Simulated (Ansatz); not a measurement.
**Relaxing As2P3**

The calculation used DFT PBE, scalar-relativistic, plane waves, PAW (Ansatz 0.2.0). Cutoff 420 eV, Γ-centred k mesh, Gaussian smearing, no spin polarisation in the final step.

As2P3 was placed on the A-type sesquioxide structure type (P-3m1, No. 164), with As in place of La, P in place of O, at a guessed volume.

```yaml
crystal:
  lattice:
    - [4.07571, 0.00000, 0.00000]
    - [-2.03786, 3.52967, 0.00000]
    - [0.00000, 0.00000, 6.34115]
  atoms:
    - { symbol: P, position: [0.00000, 0.00000, 0.00000] }
    - { symbol: P, position: [0.33333, 0.66667, 0.64500] }
    - { symbol: P, position: [0.66667, 0.33333, 0.35500] }
    - { symbol: As, position: [0.33333, 0.66667, 0.24500] }
    - { symbol: As, position: [0.66667, 0.33333, 0.75500] }
```

Cell and atoms relax at zero pressure; the relaxation can't lower the symmetry of the start. After a coarse first stage the cell is made exact in the group found at 0.06 Å.

Formation energies are uncorrected and refer to the elements' standard structures at the same level.

Problem. Which crystal results?

Solution. It keeps P-3m1 (No. 164), but not the shape of the type it started on. Conventional cell: a = 4.609 Å, c = 5.692 Å. P on Wyckoff site a (1 atom of the primitive cell) has 6 P at 2.87 Å and 6 As at 2.94 Å; around P on Wyckoff site d (2 atoms of the primitive cell) lie 1 As at 2.33 Å, 3 As at 2.67 Å and 3 P at 2.87 Å; around As lie 1 P at 2.33 Å and 3 P at 2.67 Å (next P at 2.94 Å).

Space group P-3m1 (No. 164). a = 4.609 Å, b = 4.609 Å, c = 5.692 Å, α = 90.00°, β = 90.00°, γ = 120.00°
| atom | site | symmetry | x | y | z |
| --- | --- | --- | --- | --- | --- |
| P | 1a | -3m. | 0.0000 | 0.0000 | 0.0000 |
| P | 2d | 3m. | 0.3333 | 0.6667 | 0.8101 |
| As | 2d | 3m. | 0.3333 | 0.6667 | 0.2202 |

Problem. What are its volume, energy, density and gap?

Solution. The volume per atom is 20.9 Å³, the density is 3.9 g/cm³ and the energy over the elements is 0.49 eV/atom. The gap on the 12×12×8 mesh is 0 eV (a metal).

The final run used a 12×12×8 mesh on its 5-atom cell and 0.10 eV smearing. For metals, differences of a few meV/atom aren't resolved. Weakly bound directions are ill-defined at this level, which has no dispersion term. Symmetry constrained the relaxation, so the result can be a saddle point.

Cost: 4 runs of about 3.5 core-minutes in all, on Intel Xeon 6975P-C (Granite Rapids) (shared hosts).